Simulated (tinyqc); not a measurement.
Hueckel theory of the pi electrons with the omega technique, for the molecule c1ccccc1 (SMILES; centres numbered as the heavy atoms are written), step by step. One step of it, computed by the program tinyqc.

Question. Energy, charges, bond orders. E = sum n x; q_r = z_r - P_rr; bond order p = P_rs; free valence = sqrt(3) - sum of p over the bonds of the atom.

x values: 2.000000  1.000000  1.000000  -1.000000  -1.000000  -2.000000

occupations: 2.000000  2.000000  2.000000  0.000000  0.000000  0.000000

charge and bond-order matrix P:
```
,1C,2C,3C,4C,5C,6C
1C,1.000000,0.666667,0.000000,-0.333333,0.000000,0.666667
2C,0.666667,1.000000,0.666667,0.000000,-0.333333,0.000000
3C,0.000000,0.666667,1.000000,0.666667,0.000000,-0.333333
4C,-0.333333,0.000000,0.666667,1.000000,0.666667,0.000000
5C,0.000000,-0.333333,0.000000,0.666667,1.000000,0.666667
6C,0.666667,0.000000,-0.333333,0.000000,0.666667,1.000000
```

Centres:
```
centre,"z_r, pi electrons of the neutral centre",h
1C,1,0.000000
2C,1,0.000000
3C,1,0.000000
4C,1,0.000000
5C,1,0.000000
6C,1,0.000000
```

Bonds:
```
i,j,k
1,2,1
2,3,1
3,4,1
4,5,1
5,6,1
6,1,1
```

Give: pi energy = 6 alpha + this times beta; pi charges; Bond orders and lengths from R = 1.517 - 0.180 p; free valence of the carbons; gap between the highest filled and the next level.

Answer.

pi energy = 6 alpha + this times beta = 8.000

pi charges: 1C 0.000, 2C 0.000, 3C 0.000, 4C 0.000, 5C 0.000, 6C 0.000

Bond orders and lengths from R = 1.517 - 0.180 p (angstrom, C-C alone):
```
bond,p,R
1-2,0.667,1.397
2-3,0.667,1.397
3-4,0.667,1.397
4-5,0.667,1.397
5-6,0.667,1.397
6-1,0.667,1.397
```

free valence of the carbons: 1C 0.399, 2C 0.399, 3C 0.399, 4C 0.399, 5C 0.399, 6C 0.399

gap between the highest filled and the next level = 2.000 |beta|
